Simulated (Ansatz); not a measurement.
`CNC(O)F` + H₂S → `CNC(O)S` + H–F  (substitution at a C–F bond)

Program: Ansatz. Geometries: PBE0-D4/def2-TZVP. ΔE: electronic, gas phase. CBS: MP2 limit from def2 TZ/QZ plus the TZ coupled-cluster correction, frozen cores. This one scheme is used for every species. Each species was taken in one conformer, which may not be the lowest.

```csv
species,CCSD(T)/CBS(def2) energy (Eh)
`CNC(O)F`,-309.37655
H₂S,-398.97279
`CNC(O)S`,-607.94954
H–F,-100.39570
```

(1) Work out ΔE.

Largest T1 diagnostic among the species: 0.011.

## Answers

(1) ΔE = (-607.94954) + (-100.39570) − (-309.37655) − (-398.97279) = 0.00410 Eh = +2.6 kcal/mol.

The D4 term adds −2.0 kcal/mol with B3LYP and −1.1 kcal/mol with PBE0; it sums over pairs of atoms, weighted by their polarisabilities, and B3LYP, whose exchange is more repulsive, gets the larger term. In def2-TZVPP, CCSD(T) changes the Hartree–Fock value by −6.8 kcal/mol (the triples alone add −1.1 kcal/mol) and MP2 by −9.4 kcal/mol.

B3LYP here is the variant with VWN-RPA as its local correlation; programs differ in this.
